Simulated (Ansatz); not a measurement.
Relaxing CsRe3

All numbers below come from DFT PBE, scalar-relativistic, plane waves, PAW in Ansatz 0.2.0. Cutoff 420 eV, Γ-centred k mesh, Gaussian smearing, no spin polarisation in the final step.

CsRe3 was placed on the TiAl3 (D0_22) structure type (I4/mmm, No. 139), with Cs in place of Ti, Re in place of Al, at a guessed volume.

```xyz
4
Lattice="-2.1509 2.1509 4.8045 2.1509 -2.1509 4.8045 2.1509 2.1509 -4.8045" Properties=species:S:1:pos:R:3 pbc="T T T"
Cs    0.0000    0.0000    0.0000
Re    0.0000    0.0000    4.8045
Re    2.1509    0.0000    2.4023
Re    0.0000    2.1509    2.4023
```

Steps on the 6×6×6 mesh (4 atoms). 12 of 12 steps are shown, and the free energy counts from the last. Trial steps that were taken back and renewals of the plane-wave basis can be among the rows.

| step | ΔF (meV/atom) | V (Å³/atom) | P (GPa) |
| --- | --- | --- | --- |
| 1 | 770.6 | 22.23 | -21.20 |
| 2 | 459.9 | 19.35 | -11.21 |
| 3 | 378.3 | 17.64 | 1.28 |
| 4 | 334.4 | 17.25 | 5.00 |
| 5 | 254.6 | 17.38 | 4.12 |
| 6 | 147.5 | 17.34 | 5.10 |
| 7 | 39.2 | 17.23 | 5.83 |
| 8 | 26.0 | 17.38 | 3.90 |
| 9 | 46.1 | 18.96 | -10.68 |
| 10 | 0.4 | 17.67 | 0.56 |
| 11 | 0.2 | 17.72 | 0.03 |
| 12 | 0.0 | 17.72 | 0.08 |

A final relaxation ran on a 12×12×12 mesh. The relaxed crystal, Fm-3m (No. 225):

```
Cs Re
1.0
     0.00000    3.28461    3.28461
     3.28461    0.00000    3.28461
     3.28461    3.28461    0.00000
Cs Re
1 3
Direct
  0.00000 0.00000 0.00000
  0.50000 0.50000 0.50000
  0.25000 0.25000 0.25000
  0.75000 0.75000 0.75000
```

```json
{
 "Volume per atom": "17.72 Å³",
 "Density": "16.20 g/cm³",
 "Energy over the elements": "2.10 eV/atom",
 "Gap on the 12×12×12 mesh": "0 eV (a metal)"
}
```

Formation energies are uncorrected and refer to the elements' standard structures at the same level.

The final run used a 12×12×12 mesh on its 4-atom cell and 0.10 eV smearing. The k mesh leaves about 4 meV/atom of noise in metals. Spin–orbit coupling is left out.

A structure relaxed within its symmetry needn't be a true minimum.

Cost: 3 runs of about 0.94 core-minutes in all, on Intel Xeon 6975P-C (Granite Rapids) (shared hosts).